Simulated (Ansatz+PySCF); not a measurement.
**doublet SiH: levels of theory in one basis**

```xyz
2

Si    0.0000    0.0000   -0.7898
H     0.0000    0.0000    0.7898
```

Basis set: cc-pVTZ on H; cc-pV(T+d)Z on Si (spherical functions). Frozen core: 5 orbitals. Correlation on ROHF uses semicanonical orbitals with singles. Charge 0, multiplicity 2.

Computed with Ansatz (development build ahead of 0.2.0); each method stands on the lowest determinant of its kind that the runs found.

| method | E − E(ROHF) (eV) | <S²> of the determinant |
| --- | --- | --- |
| ROHF | 0.00 | 0.75 |
| UHF | -0.14 | 0.77 |
| ROHF-MP2 | -2.35 | – |
| UHF-MP2 | -2.33 | 0.77 |
| ROHF-CCSD(T) | -3.08 | – |
| UHF-CCSD(T) | -3.08 | 0.77 |

Problem. What does UHF-CCSD give on the same scale?

Solution. -2.99 eV.

Problem. Is a single determinant a sound starting point here?

Solution. By this sign, yes. Unrestricted orbitals gain 0.14 eV and <S²> is 0.77 against 0.75 for a pure state.
